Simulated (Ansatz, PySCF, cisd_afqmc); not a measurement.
System: CH₂Cl, charge 0, doublet. CH2Cl (SMILES [CH2]Cl, doublet).
B3LYP-D3(BJ)/def2-TZVP minimum from Ansatz (a program for electronic structure):
```xyz
4

C      0.0123    -0.2448    -1.0869
Cl    -0.0064     0.1282     0.5693
H      0.9694    -0.3350    -1.5718
H     -0.9338    -0.3757    -1.5841
```
Charge 0, spin multiplicity 2.

Atomisation energy term by term, kcal/mol (programs: Ansatz, cisd_afqmc). UHF or UKS for unpaired electrons; spin-orbit terms are left out. Correlated methods leave the cores frozen. Rows without X2C or -DK are non-relativistic. AFQMC/CISD: phaseless, guided by CISD from CCSD amplitudes; bars are statistical, one sigma. Outlying blocks are dropped, and bars are widened where a walk drifts. Over all cases where full CI ran beside it in this data, AFQMC minus full CI had a median of +0.1 mEh and passed +0.4 mEh in a tenth of the cases. CBS(X,Y): correlation extrapolated as X^-3, Hartree-Fock from the larger set (Q,5: extrapolated as (X+1)exp(-9√X)). A bracket is a step between two methods taken in the basis named. 'core' is core correlation in cc-pwCVTZ (1s frozen past Ne), 'X2C' scalar relativity in cc-pVTZ-DK, both at CCSD(T). For partners of very few electrons the exact lower level stands in for a higher one.

```json
[
 {"term": "Hartree-Fock", "basis": "CBS(cc-pV(Q+d)Z,cc-pV(5+d)Z)", "kcal/mol": "213.99"},
 {"term": "CCSD correlation", "basis": "CBS(cc-pV(Q+d)Z,cc-pV(5+d)Z)", "kcal/mol": "69.30"},
 {"term": "(T)", "basis": "CBS(cc-pV(Q+d)Z,cc-pV(5+d)Z)", "kcal/mol": "4.88"},
 {"term": "CCSDT(Q) - CCSD(T)", "basis": "cc-pV(T+d)Z", "kcal/mol": "0.15"},
 {"term": "core correlation", "basis": "cc-pwCVTZ", "kcal/mol": "1.21"},
 {"term": "scalar relativity", "basis": "X2C, cc-pVTZ-DK", "kcal/mol": "-0.41"},
 {"term": "minus zero-point energy", "basis": "Hessian by PySCF at B3LYP-D3(BJ)/def2-TZVP", "kcal/mol": "-14.22"},
 {"term": "sum: D0", "basis": "", "kcal/mol": "274.9"}
]
```

The step beyond CCSD(T) by other levels: AFQMC/CISD in cc-pV(D+d)Z 0.55 ± 0.20; CCSDT(Q) in cc-pV(D+d)Z 0.31 kcal/mol.
